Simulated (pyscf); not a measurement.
H₃Ge–SeH (SMILES [GeH3][SeH]) + HF (SMILES F) → F–GeH₂–SeH (SMILES [F][GeH2][SeH]) + H₂ (SMILES [H][H]), a four-centre exchange (singlet surface; Ge–H, F–H broken, F–Ge, H–H formed). Single points on ωB97X-D3(BJ)/def2-SVP structures (PySCF, gas phase). Energies in kcal/mol from the separated reactants.

Small-basis levels: PySCF, no dispersion term, spherical d functions. 

**Question.** Quick SVWN5/6-31G*+LANL2DZ single points give ΔE‡ = 16.4 kcal/mol and ΔE = -17.3 kcal/mol. What does ωB97M-D3(BJ)/def2-TZVP give, and how far is the quick result from it?

**Answer.** ωB97M-D3(BJ)/def2-TZVP gives ΔE‡ = 35.8 kcal/mol and ΔE = -10.8 kcal/mol. SVWN5/6-31G*+LANL2DZ lies 19.3 kcal/mol under it in the barrier and 6.5 kcal/mol under it in the reaction energy, so on this step it does not hold to within 3.0 kcal/mol. ωB97M-D3(BJ)/def2-TZVP has limits of its own. At the saddle there is also a short Ge–H contact that neither side keeps. The same reactants have a lower exit, to H₂Se + F–GeH₃ (barrier +27.5 kcal/mol at ωB97M-D3(BJ)/def2-TZVP, against +35.8 kcal/mol here). This is the saddle that the search found; another between the same sides may lie lower. In the def2 sets elements up to Kr have no core potential.
